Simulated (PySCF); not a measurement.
Bonds broken one at a time in the series Ga Cl-OH. Gas-phase values, no solvent. One relaxed conformer stands for each flexible species; it need not be the lowest. Strings in code marks are SMILES.

The highest occupied spin orbital from two functionals at the same geometries (PBE0-D4/def2-TZVP), both in PySCF: PBE-D3(BJ)/def2-TZVP and PBE0-D4/def2-TZVP. 

```
species                                                       PBE-D3(BJ)/def2-TZVP (eV)
------------------------------------------------------------  -------------------------
radical fragment (`[Cl]`)                                                         -8.04
radical fragment (`[Cl][Ga][Cl]`)                                                 -5.98
radical fragment (`[OH]`)                                                         -7.16
radical fragment (`[Ga]([Cl])[OH]` (H–O–Ga–Cl torsion 180°))                      -5.60
```

Question: What does PBE0-D4/def2-TZVP give for each?

Answer: 
- radical fragment (`[Cl]`): -9.54
- radical fragment (`[Cl][Ga][Cl]`): -7.08
- radical fragment (`[OH]`): -9.09
- radical fragment (`[Ga]([Cl])[OH]` (H–O–Ga–Cl torsion 180°)): -6.75
Over these rows, drawn at random from the members with no instability flagged (it was tested for open shells, ions and some series alone), PBE minus PBE0-D4: mean +1.42 eV, from +1.10 eV to +1.93 eV.
